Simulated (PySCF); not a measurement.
# BH2F (SMILES BF) at CCSDT(Q)/STO-3G

What is the energy change on altering one bond length of BH2F at CCSDT(Q)/STO-3G? Input form: a Python script.

The results are computed with PySCF 2.14.0.

7 further runs of the same task are left out: 7 set aside as unsound or not needed.

## 1. Starting point

BH2F: 4 atoms, total charge 0, spin state singlet. As SMILES, `BF`. The shape is that of a PBE0-D4/def2-TZVP optimisation.

Bond lengths: B1–F2 1.317 Å, B1–H3 1.197 Å, B1–H4 1.198 Å. Angles: F2–B1–H3 117.8°, F2–B1–H4 117.8°, H3–B1–H4 124.4°.

## 2. The energy at CCSDT(Q)/STO-3G

File geometry.xyz:

```xyz
4

B     -0.027300    -0.004000    -0.030800
F      1.061200    -0.296700     0.649900
H     -1.012500    -0.649100     0.186200
H      0.034200     0.889600    -0.825600
```

File input.py:

```python
from pyscf import gto, cc

system = gto.M(
    atom='geometry.xyz',
    verbose=4,
    max_memory=1860,
    basis='sto-3g',
)

mf = system.RHF()
mf.conv_tol = 1e-10
mf.kernel()
if not mf.converged:
    mf = mf.newton().run(mf.mo_coeff, mf.mo_occ)

mycc = cc.CCSDT(mf, frozen=2)
mycc.kernel()
e_bracket, e_q = mycc.ccsdt_q()
energy = mycc.e_tot + e_q
print(f'total energy: {energy:.8f} hartree')
```

Launch:

```console
$ OMP_NUM_THREADS=1 python input.py
```

Log:

```text
PySCF version 2.14.0

[INPUT] num. atoms = 4
[INPUT] num. electrons = 16
[INPUT] charge = 0
[INPUT] spin (= nelec alpha-beta = 2S) = 0
[INPUT] symmetry False subgroup None
[INPUT] Mole.unit = angstrom
[INPUT] Symbol           X                Y                Z      unit          X                Y                Z       unit  Magmom
[INPUT]  1 B     -0.027300000000  -0.004000000000  -0.030800000000 AA   -0.051589523201  -0.007558904498  -0.058203564637 Bohr   0.0
[INPUT]  2 F      1.061200000000  -0.296700000000   0.649900000000 AA    2.005377363388  -0.560681741158   1.228133008355 Bohr   0.0
[INPUT]  3 H     -1.012500000000  -0.649100000000   0.186200000000 AA   -1.913347701122  -1.226621227455   0.351867004394 Bohr   0.0
[INPUT]  4 H      0.034200000000   0.889600000000  -0.825600000000 AA    0.064628633460   1.681100360413  -1.560157888441 Bohr   0.0

[... 44 lines left out ...]
converged SCF energy = -123.601509943378
[... 16 lines left out ...]
WARN: A large `blksize` is being used, which may cause large memory consumption
[... 3 lines left out ...]
WARN: A large `blksize_oovv` is being used, which may cause large memory consumption
[... 3 lines left out ...]
WARN: A large `blksize_oooo` is being used, which may cause large memory consumption
[... 13 lines left out ...]
Init t2, MP2 energy = -123.664010568568  E_corr(MP2) -0.062500625190
[... 14 lines left out ...]
RCCSDT converged
[... 5 lines left out ...]
total energy: -123.68573926 hartree
```

Run time: 1.3 s. Hardware: 1 thread of Arm Neoverse V1, shared host; peak memory 0.12 GiB.

## 3. The distorted shape, same level

File geometry.xyz:

```xyz
4

B     -0.076500    -0.718878     0.605038
F      1.012000    -1.011578     1.285738
H     -1.061700    -1.363978     0.822038
H      0.034200     0.889600    -0.825600
```

File calc.py:

```python
from pyscf import gto, scf, cc

system = gto.M(
    atom='geometry.xyz',
    verbose=4,
    basis='sto-3g',
    charge=0,
    max_memory=1860,
)

mf = scf.RHF(system)
mf.conv_tol = 1e-10
mf.kernel()
if not mf.converged:
    mf = mf.newton().run(mf.mo_coeff, mf.mo_occ)

mycc = cc.CCSDT(mf, frozen=2)
mycc.kernel()
e_bracket, e_q = mycc.ccsdt_q()
etot = mycc.e_tot + e_q
print(f'total energy: {etot:.8f} hartree')
```

Launch:

```console
$ OMP_NUM_THREADS=1 python calc.py
```

Log:

```text
PySCF version 2.14.0

[INPUT] num. atoms = 4
[INPUT] num. electrons = 16
[INPUT] charge = 0
[INPUT] spin (= nelec alpha-beta = 2S) = 0
[INPUT] symmetry False subgroup None
[INPUT] Mole.unit = angstrom
[INPUT] Symbol           X                Y                Z      unit          X                Y                Z       unit  Magmom
[INPUT]  1 B     -0.076500000000  -0.718878000000   0.605038000000 AA   -0.144564048529  -1.358482536975   1.143356114955 Bohr   0.0
[INPUT]  2 F      1.012000000000  -1.011578000000   1.285738000000 AA    1.912402838060  -1.911605373635   2.429692687946 Bohr   0.0
[INPUT]  3 H     -1.061700000000  -1.363978000000   0.822038000000 AA   -2.006322226451  -2.577544859932   1.553426683985 Bohr   0.0
[INPUT]  4 H      0.034200000000   0.889600000000  -0.825600000000 AA    0.064628633460   1.681100360413  -1.560157888441 Bohr   0.0

[... 46 lines left out ...]
converged SCF energy = -123.384712529229
[... 16 lines left out ...]
WARN: A large `blksize` is being used, which may cause large memory consumption
[... 3 lines left out ...]
WARN: A large `blksize_oovv` is being used, which may cause large memory consumption
[... 3 lines left out ...]
WARN: A large `blksize_oooo` is being used, which may cause large memory consumption
[... 13 lines left out ...]
Init t2, MP2 energy = -123.484334637639  E_corr(MP2) -0.099622108410
[... 18 lines left out ...]
RCCSDT converged
[... 5 lines left out ...]
total energy: -123.53736972 hartree
```

It took 1.4 s on 1 thread of Arm Neoverse V1, shared host; peak memory 0.1 GiB.

## 4. Results

At CCSDT(Q)/STO-3G, 2 core orbitals frozen:

```
                                                         quantity          value
                                        first shape: total energy  -123.68574 Eh
                first shape: dipole moment (Hartree–Fock density)         0.20 D
                 first shape: HOMO energy (Hartree–Fock orbitals)      -10.94 eV
                 first shape: LUMO energy (Hartree–Fock orbitals)        7.50 eV
               first shape: HOMO–LUMO gap (Hartree–Fock orbitals)       18.43 eV
         first shape: correlation energy (2 core orbitals frozen)      -84.2 mEh
                                       first shape: T1 diagnostic          0.020
                                    distorted shape: total energy  -123.53737 Eh
            distorted shape: dipole moment (Hartree–Fock density)         1.00 D
             distorted shape: HOMO energy (Hartree–Fock orbitals)       -6.96 eV
             distorted shape: LUMO energy (Hartree–Fock orbitals)        6.10 eV
           distorted shape: HOMO–LUMO gap (Hartree–Fock orbitals)       13.06 eV
     distorted shape: correlation energy (2 core orbitals frozen)     -152.7 mEh
                                   distorted shape: T1 diagnostic          0.022
energy change with the B1–H4 bond stretched from 1.198 to 2.156 Å       4.037 eV
```

What this shows: With the B1–H4 bond stretched from 1.198 to 2.156 Å the energy rises by 4.04 eV (390 kJ/mol). The first shape isn't relaxed at this level, so the change isn't measured from a minimum. The minimal basis adds a large error of its own. The T1 diagnostic (first shape) of 0.020 is above the customary mark for such species, so a single reference may not serve. Mulliken charges (first shape) of the mean-field density run from -0.18 on F2 to +0.33 on B1; they depend strongly on the basis. The T1 diagnostic (distorted shape) of 0.022 is above the customary mark for such species, so a single reference may not serve.
